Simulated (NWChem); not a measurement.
# Correlation energy of CH$_{3}$O

```
C
O 1 1.3603
H 2 0.9660 1 109.36
H 1 1.0920 2 113.76 3 175.90
H 1 1.0962 4 120.09 2 150.51
```
Charge 0, spin multiplicity 2.

All runs are NWChem calculations. The geometry was optimised at UB3LYP/def2-SVP, a minimum by its harmonic frequencies. It is one conformer; others weren't searched.

Basis set: 6-31G*. Each correlation energy counts from its own Hartree-Fock reference.

```
method           correlation energy (mHa)
---------------  ------------------------
UMP2                               -285.4
SCS-UMP2                           -279.6
CCSD on UHF                        -307.3
CCSD[T] on UHF                     -313.9
CCSD(T) on UHF                     -313.2
CCSD on ROHF                       -311.3
CCSD[T] on ROHF                    -318.3
CCSD(T) on ROHF                    -317.5
```

The values span 38.6 mHa, from CCSD[T] on ROHF (lowest) to SCS-UMP2 (highest). 

The correlated methods keep 2 core orbitals frozen. The Pople sets run with spherical d functions. The structure started from a generated list of species. No SCF solution was tested for a lower state. Open-shell Hartree-Fock references start from PBE0 orbitals. Coupled-cluster values serve here as a point of comparison, not as the truth.
